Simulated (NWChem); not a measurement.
# propane (C3H8); SMILES CCC

All runs: NWChem. Structure relaxed at the PBE0/def2-SVP level. Ions are spin-unrestricted doublets at the neutral geometry; other ion states weren't tried. Functional: LC-ωPBE (HJS hole) with def2-SVP; rows give the range parameter ω in 1/bohr.

Question: At which range parameter does −ε(HOMO) equal the ΔSCF ionisation energy (optimal tuning)?

Answer: about 0.40 per bohr, by linear interpolation in these runs:
```tsv
range parameter (1/bohr)	vertical ionisation energy, ΔSCF (eV)	−ε(HOMO) (eV)	ΔSCF minus −ε(HOMO) (eV)
0.05	10.98	8.35	2.63
0.10	11.02	9.07	1.95
0.40	11.86	11.88	-0.02
0.60	12.27	12.69	-0.42
0.80	12.45	13.09	-0.64
```
